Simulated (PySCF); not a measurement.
**Functional dependence of a UV spectrum**

Compound: hydroxylamine, H₃NO.
Geometry (PBE0-D3(BJ)/def2-SVP, Å), atoms numbered from 1 in this order:
```
atom  x, y, z in Å
N1    -0.1450   -0.2395   -0.4174
O2     0.1584    0.4577    0.7700
H3     0.2473   -1.1740   -0.2836
H4     0.4437    0.1897   -1.1345
H5    -0.7044    0.7660    1.0655
```

Linear-response calculations in the def2-SVPD basis (PySCF; singlets by full response, triplets Tamm–Dancoff, core orbitals frozen in the response; HF means time-dependent Hartree–Fock). 'Strongest' is the level of largest summed f among the singlets computed (10 roots, of which the last may lack a degenerate partner); it can jump between rows when another state enters that window. S1 is the lowest singlet of each run and needn't be the same state throughout; f(S1) is that of one state. One conformer (not necessarily the lowest) at the PBE0-D3(BJ)/def2-SVP geometry, without solvent, vibrations or thermal averaging.

| functional | kind | S1 (eV) | f(S1) | strongest (eV) | T1 (eV) | HOMO (eV) | gap (eV) | ionisation energy, ΔSCF (eV) |
| --- | --- | --- | --- | --- | --- | --- | --- | --- |
| LDA | LDA | 6.09 | 0.004 | 8.67 | 5.83 | -6.02 | 6.00 | 10.64 |
| PBE | GGA | 6.02 | 0.003 | 8.54 | 5.71 | -5.93 | 5.94 | 10.43 |
| B3LYP | global hybrid, 20% exact exchange | 6.52 | 0.006 | 9.27 | 6.17 | -7.32 | 7.77 | 10.62 |
| BHandHLYP | global hybrid, 50% exact exchange | 7.24 | 0.011 | 9.23 | 6.79 | -9.14 | 10.49 | 10.52 |
| CAM-B3LYP | range-separated hybrid | 6.79 | 0.009 | 9.66 | 6.42 | -9.09 | 10.57 | 10.67 |
| wB97X-D | range-separated hybrid | 7.08 | 0.012 | 9.05 | 6.76 | -9.54 | 12.13 | 10.61 |
| LC-wPBE | range-separated hybrid | 7.33 | 0.011 | 10.16 | 6.81 | -10.49 | 13.20 | 10.70 |
| HF | Hartree–Fock | 8.26 | 0.018 | 11.75 | 7.48 | -11.66 | 14.73 | not settled |

Question: What does PBE0 (global hybrid, 25% exact exchange) give?

Answer: S1 (eV) 6.79, f(S1) 0.007, strongest (eV) 9.59, T1 (eV) 6.39, HOMO (eV) -7.55, gap (eV) 8.39, ionisation energy, ΔSCF (eV) 10.52. S1 runs from 6.02 eV (PBE) to 8.26 eV (HF), a spread of 2.23 eV, while the orbital gap spreads over 8.8 eV. Along PBE (0%), B3LYP (20%), PBE0 (25%), BHandHLYP (50%), HF (100%) S1 rises with the share of exact exchange. −ε(HOMO) comes closest to its own ΔSCF ionisation energy with LC-wPBE (-0.21 eV) and misses most with LDA (-4.62 eV). 'Not settled' means that the ion's SCF failed to converge or may have ended in another state than the lowest.
